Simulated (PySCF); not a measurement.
C5H10: calculation and literature

Geometry (Å), atoms numbered from 1 in this order:
```xyz
15

C     1.9629   -0.3984    0.0089
C     0.7226    0.0782   -0.7321
C    -0.3693    0.5611    0.1898
C    -1.3016   -0.4243    0.8331
C    -1.8065    0.5071   -0.2313
H     2.7448   -0.7411   -0.6858
H     1.7228   -1.2331    0.6863
H     2.3944    0.4084    0.6227
H     0.9930    0.8877   -1.4328
H     0.3236   -0.7395   -1.3577
H    -0.0861    1.4201    0.8100
H    -1.1805   -1.4805    0.5732
H    -1.6163   -0.2532    1.8659
H    -2.0318    0.0852   -1.2154
H    -2.4704    1.3235    0.0651
```

What is known from experiment: δ ¹³C C3 12.8; C4/C5 4.1 ppm (measured; solution, not stated per compound (mostly CDCl3 or CCl4); Pretsch, Buehlmann, Badertscher, Structure Determination of Organic Compounds, 4th ed. (2009)).

No relativistic terms, isolated molecule, averaged over atoms made equivalent by symmetry, fast rotation or ring inversion, a single conformation. NMR shieldings at PBE0/pcSseg-1/GIAO; coordinates at the PBE0-D3(BJ)/def2-SVP level; PySCF 2.14.0 with density-fitted response routines.

Problem. How close does the calculation come?

Solution. 
Reference values: measured (solution, not stated per compound (mostly CDCl3 or CCl4); Pretsch, Buehlmann, Badertscher, Structure Determination of Organic Compounds, 4th ed. (2009)).
```
atoms  quantity  reference  computed  computed, scaled
   C3     δ ¹³C       12.8      14.1              13.0
C4/C5     δ ¹³C        4.1       6.1               5.3
```

Computed shifts are σ(ref) − σ with the named reference compound (TMS for H and C) calculated as an isolated molecule at the same level. The measured values may be among those fitted. Expected solution values come from regression of measured δ (H and C: mostly CDCl3, vs TMS) on computed σ: ¹³C: δ = 177.62 − 0.967σ (rms 1.9 ppm, 903 shifts, 2.3 ppm with the 23 outliers that the fit left out). Occasional misses reach two or three times the rms, and more in compound classes unlike the fitted ones.

Problem. How far are the unscaled ¹³C shifts from the references?

Solution. Mean signed difference +1.65 ppm, mean absolute 1.65 ppm over 2 comparisons; the largest is +2.0 ppm at C4/C5 (three-membered-ring carbon).

2 of the 4 published NMR values on file for this molecule are compared.
